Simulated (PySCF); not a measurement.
Species: hydroxylamine, H3NO.
Cartesian coordinates in Å at the PBE0-D3(BJ)/def2-SVP level; atoms count from 1:
```
atom  x, y, z in Å
N1    -0.1450   -0.2395   -0.4174
O2     0.1584    0.4577    0.7700
H3     0.2473   -1.1740   -0.2836
H4     0.4437    0.1897   -1.1345
H5    -0.7044    0.7660    1.0655
```

Method: TDDFT PBE0/def2-SVPD, vertical, gas phase, core orbitals frozen in the response (PySCF 2.14.0, density-fitted response routines).

| state | E (eV) | E (hartree) | f | \|μ\| (D) | symmetry | main configurations (H = HOMO, L = LUMO) |
| --- | --- | --- | --- | --- | --- | --- |
| S1 | 6.79 | 0.2496 | 0.0075 | 0.54 | A′ | H→L (98%) |
| S2 | 7.23 | 0.2657 | 0.029 | 1.03 | A′ | H→L+1 (97%) |
| S3 | 7.67 | 0.2820 | 0.010 | 0.59 | A″ | H-1→L (96%) |
| S4 | 8.26 | 0.3037 | 0.019 | 0.79 | A″ | H-1→L+1 (95%) |
| S5 | 8.47 | 0.3112 | 0.0025 | 0.28 | A″ | H→L+2 (99%) |
| S6 | 8.83 | 0.3244 | 0.052 | 1.24 | A′ | H→L+3 (89%) |
| S7 | 9.59 | 0.3525 | 0.055 | 1.23 | A′ | H-1→L+2 (98%) |
| S8 | 9.60 | 0.3527 | 0.0001 | 0.04 | – | H-1→L+3 (87%), H-1→L+4 (8%) |
| S9 | 9.95 | 0.3657 | 0.0094 | 0.50 | A′ | H→L+4 (84%), H→L+3 (9%) |
| S10 | 10.42 | 0.3830 | 0.030 | 0.87 | A″ | H→L+5 (97%) |

Triplets, Tamm–Dancoff:

```
state  E (eV)  λ (nm)  main configurations (H = HOMO, L = LUMO)
   T1    6.39   194.1                                 H→L (88%)
   T2    6.63   186.9                               H→L+1 (87%)
   T3    7.19   172.4                H-1→L (77%), H-1→L+1 (18%)
   T4    7.82   158.5                H-1→L+1 (65%), H-1→L (19%)
```

The lowest singlet comes at 183 nm (655 kJ/mol) in the vacuum ultraviolet; it is weak; its leading configuration is HOMO→LUMO (98%). The most intense listed level is S7 at 9.59 eV (129 nm, f = 0.055), 2.80 eV above S1. S7/S8 lie within about 0.01 eV of each other. Löwdin shares by element: HOMO nitrogen 61%, oxygen 24%, hydrogen 11% or more; LUMO oxygen 45%, hydrogen 30% or more, nitrogen 18%. The oscillator strengths of these states sum to 0.214; summed over the whole spectrum of an exact calculation they would give the number of electrons, 18 (Thomas–Reiche–Kuhn). Orbital energies (eV): HOMO-3 -14.20, HOMO-2 -12.64, HOMO-1 -8.57, HOMO -7.55, LUMO 0.85, LUMO+1 1.25, LUMO+2 2.49. Of the 10 states listed, 6 reach f = 0.01 and 1 stays under 0.0005. The vertical ionisation energy (ΔSCF) is 10.52 eV, 0.10 eV above S10. Symmetry labels in Cs follow from the direction of the transition dipole and are given only for states with f of 0.002 or more. The window holds the lowest 10 singlets.

One conformer stands for the species.
